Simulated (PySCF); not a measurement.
Shieldings and the share of exact exchange

Molecule: SMILES FC1=CCCC1, C5H7F.

Geometry:
```json
{"atom": "F1", "x (Å)": "-1.542", "y (Å)": "2.339", "z (Å)": "-0.105"}
{"atom": "C2", "x (Å)": "-0.762", "y (Å)": "1.274", "z (Å)": "0.035"}
{"atom": "C3", "x (Å)": "0.546", "y (Å)": "1.287", "z (Å)": "0.295"}
{"atom": "C4", "x (Å)": "1.077", "y (Å)": "-0.117", "z (Å)": "0.310"}
{"atom": "C5", "x (Å)": "-0.200", "y (Å)": "-0.987", "z (Å)": "0.347"}
{"atom": "C6", "x (Å)": "-1.340", "y (Å)": "-0.090", "z (Å)": "-0.163"}
{"atom": "H7", "x (Å)": "1.145", "y (Å)": "2.190", "z (Å)": "0.421"}
{"atom": "H8", "x (Å)": "1.682", "y (Å)": "-0.316", "z (Å)": "-0.594"}
{"atom": "H9", "x (Å)": "1.738", "y (Å)": "-0.319", "z (Å)": "1.169"}
{"atom": "H10", "x (Å)": "-0.098", "y (Å)": "-1.915", "z (Å)": "-0.231"}
{"atom": "H11", "x (Å)": "-0.408", "y (Å)": "-1.277", "z (Å)": "1.388"}
{"atom": "H12", "x (Å)": "-1.571", "y (Å)": "-0.253", "z (Å)": "-1.231"}
{"atom": "H13", "x (Å)": "-2.286", "y (Å)": "-0.226", "z (Å)": "0.386"}
```

GIAO shieldings (ppm, equivalent atoms averaged) in PySCF 2.14 on the PBE0-D3(BJ)/def2-SVP geometry, basis pcSseg-1, gas phase, non-relativistic:

```tsv
functional	exact exchange (%)	σ(F1)	σ(C6)	σ(C4)
BLYP	0	271.2	141.1	142.4
BP86	0	272.4	146.2	147.8
PBE	0	270.0	146.6	148.1
PBE0	25	292.0	152.5	154.5
mPW1PW91	25	292.7	151.5	153.6
BHandHLYP	50	312.6	153.2	155.4
HF	100	342.8	163.4	165.9
```

Task: Fit each shielding as a line in the percentage of exact exchange.

Result: σ(F1) = 272.6 + 0.73 x (rms 2.2 ppm); σ(C6) = 145.4 + 0.18 x (rms 2.1 ppm); σ(C4) = 147.0 + 0.19 x (rms 2.2 ppm). The functionals also differ in their semilocal parts, which the line can't hold; Hartree–Fock has no correlation at all.

Task: What does the line predict for B3LYP (20 %), and what does the run give?

Result: σ(F1): 287.2 predicted, 289.4 computed; σ(C6): 149.0 predicted, 146.4 computed; σ(C4): 150.8 predicted, 148.2 computed ppm.
